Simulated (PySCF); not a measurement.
Pyridine, SMILES c1ccncc1 (C5H5N), PBE0/def2-SVP optimised geometry.

```
11

C     -0.74    -1.19     0.00
C      0.66    -1.24     0.00
C      1.36    -0.03     0.00
N      0.76     1.16     0.00
C     -0.57     1.19     0.00
C     -1.36     0.05     0.00
H     -1.32    -2.12     0.00
H      1.20    -2.19     0.00
H      2.45    -0.03     0.00
H     -1.03     2.19     0.00
H     -2.45     0.13     0.00
```

Density from PySCF with PBE0/def2-TZVP at that geometry.

Minimum of the electron density along straight lines between bonded atoms, close to the bond critical point (lines longer than 1.1 times the sum of covalent radii, or with two minima, are not listed):

```
bond    length / Å  ρ at the minimum / e bohr⁻³  ∇²ρ there / e bohr⁻⁵  position (fraction from the first atom)
------  ----------  ---------------------------  --------------------  ---------------------------------------
C1–C2        1.393                        0.317                 -0.93                                     0.50
C2–C3        1.395                        0.318                 -0.94                                     0.50
C3–N4        1.331                        0.352                 -1.16                                     0.37
N4–C5        1.331                        0.352                 -1.16                                     0.63
C1–C6        1.393                        0.317                 -0.93                                     0.50
C5–C6        1.395                        0.318                 -0.94                                     0.50
C1–H7        1.093                        0.281                 -0.99                                     0.65
C2–H8        1.092                        0.280                 -0.98                                     0.65
C3–H9        1.097                        0.283                 -1.01                                     0.65
C5–H10       1.097                        0.283                 -1.01                                     0.65
C6–H11       1.092                        0.280                 -0.98                                     0.65
```
